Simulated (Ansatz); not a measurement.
# How far each method lies from UCCSDTQ for HNSi⁺, doublet

Geometry: that of the HNSi, singlet, kept fixed.

```yaml
atoms:
  - { symbol: Si, position_ang: [0.0000, 0.0000, -1.3636] }
  - { symbol: N, position_ang: [0.0000, 0.0000, 0.1820] }
  - { symbol: H, position_ang: [0.0000, 0.0000, 1.1816] }
```

Basis cc-pVDZ; Ansatz 0.2.0. Correlated methods freeze the noble-gas cores, which leaves 9 electrons in 31 orbitals. Prefix R: restricted or restricted open-shell reference; prefix U: unrestricted. Active spaces: valence = (9e, 9o) chosen from the atoms' valence shells.

Full CI isn't at hand for all of this; UCCSDTQ serves as the reference, and is uncertain by about the last step of the cluster series. The frozen core follows each run's orbitals, which can shift R against U totals by a few meV.

For open shells CISD is restricted-active-space CI with the open shells as a complete middle space.

The UHF ⟨S²⟩ is 0.762 and the T1 diagnostic (RCCSD) is 0.0212. The largest doubles amplitude (RCCSD) is 0.092. The T1 diagnostic (UCCSD) is 0.0179.

```json
{"level": "RHF", "E − E(UCCSDTQ) (kcal/mol)": "142.07", "share of correlation (%)": "0.00", "wall time": "–"}
{"level": "UHF", "E − E(UCCSDTQ) (kcal/mol)": "139.75", "share of correlation (%)": "1.63", "wall time": "–"}
{"level": "RMP2", "E − E(UCCSDTQ) (kcal/mol)": "22.88", "share of correlation (%)": "83.89", "wall time": "–"}
{"level": "UMP2", "E − E(UCCSDTQ) (kcal/mol)": "22.92", "share of correlation (%)": "83.87", "wall time": "–"}
{"level": "CISD", "E − E(UCCSDTQ) (kcal/mol)": "13.61", "share of correlation (%)": "90.42", "wall time": "1.3 s"}
{"level": "RCCSD", "E − E(UCCSDTQ) (kcal/mol)": "4.63", "share of correlation (%)": "96.74", "wall time": "–"}
{"level": "UCCSD", "E − E(UCCSDTQ) (kcal/mol)": "4.58", "share of correlation (%)": "96.78", "wall time": "–"}
{"level": "RCCSD(T)", "E − E(UCCSDTQ) (kcal/mol)": "0.92", "share of correlation (%)": "99.35", "wall time": "2.2 s"}
{"level": "UCCSD(T)", "E − E(UCCSDTQ) (kcal/mol)": "0.92", "share of correlation (%)": "99.35", "wall time": "2.6 s"}
{"level": "BCCD(T)", "E − E(UCCSDTQ) (kcal/mol)": "0.91", "share of correlation (%)": "99.36", "wall time": "2.3 s"}
{"level": "RCCSDT", "E − E(UCCSDTQ) (kcal/mol)": "0.34", "share of correlation (%)": "99.76", "wall time": "–"}
{"level": "UCCSDT", "E − E(UCCSDTQ) (kcal/mol)": "0.32", "share of correlation (%)": "99.77", "wall time": "–"}
{"level": "RCCSDT(Q)", "E − E(UCCSDTQ) (kcal/mol)": "0.03", "share of correlation (%)": "99.98", "wall time": "8 s"}
{"level": "UCCSDT(Q)", "E − E(UCCSDTQ) (kcal/mol)": "-0.01", "share of correlation (%)": "100.01", "wall time": "8 s"}
{"level": "RCCSDTQ", "E − E(UCCSDTQ) (kcal/mol)": "0.01", "share of correlation (%)": "99.99", "wall time": "60 s (H100)"}
{"level": "CASSCF (valence space)", "E − E(UCCSDTQ) (kcal/mol)": "80.78", "share of correlation (%)": "43.14", "wall time": "–"}
{"level": "NEVPT2 (valence space)", "E − E(UCCSDTQ) (kcal/mol)": "20.44", "share of correlation (%)": "85.61", "wall time": "3.2 s"}
{"level": "MRCISD (valence space)", "E − E(UCCSDTQ) (kcal/mol)": "5.07", "share of correlation (%)": "96.43", "wall time": "–"}
{"level": "MRCISD+Q (valence space)", "E − E(UCCSDTQ) (kcal/mol)": "1.14", "share of correlation (%)": "99.20", "wall time": "4.8 s"}
```

The correlation energy at UCCSDTQ, counted from RHF, is -6.161 eV. That run took 72 s on 2 threads of AMD EPYC 7R13 with a shared H100 80 GB, shared host.

Times hold each run's SCF and search for its determinant on a shared host, so for small cases they say little of a method's own cost; rows without a card ran on 1 thread of AMD EPYC 7R13.

Natural occupations of CASSCF (valence space) about the gap: 1.985 1.979 1.963 1.941 0.999 0.058 0.037 0.020 0.017; effectively unpaired electrons, Σ n²(2−n)², 1.04.
